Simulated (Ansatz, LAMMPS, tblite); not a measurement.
## How well does each level of theory give the lattice parameter c of wurtzite GaN?

Reference value: 5.185 Å (measured, room temperature, not corrected to a static lattice; as tabulated in Lucero et al. (2012), arXiv:1111.4515).

```tsv
level (code)	value (Å)	difference (%)
Tersoff GaN.tersoff (LAMMPS)	5.194	+0.17
GFN1-xTB (tblite)	5.474	+5.57
LDA (Ansatz)	5.138	-0.91
PBE (Ansatz)	5.243	+1.12
rVV10 (Ansatz)	5.276	+1.76
r²SCAN+rVV10 (Ansatz)	5.173	-0.23
Hartree–Fock (Ansatz)	5.173	-0.23
```

The reference is not for a static lattice or low temperature, so close values are not ranked against it. Off by more than 1.75 %, or 2.45 % on the side where a correction would as a rule narrow the miss (bounds picked here): GFN1-xTB (+5.57 %), rVV10 (+1.76 %).

The reference isn't brought to a static lattice, while the calculations are for one, so the differences are not the levels' errors alone.  GFN1-xTB: the method was fitted mainly to molecules. GFN1-xTB: the run uses a supercell at the zone centre in place of a k mesh. Cutoffs and k meshes differ between the levels. Ansatz's density-functional and Hartree–Fock values are scalar-relativistic unless marked +SOC, with PAW data made under PBE.

Empirical potentials (Tersoff GaN.tersoff) are fitted to chosen data: where that held the value shown, agreement is built in, and what lay outside the fit can be far off.

Differences are worked out from the printed values.

Ansatz is a program for electronic structure.
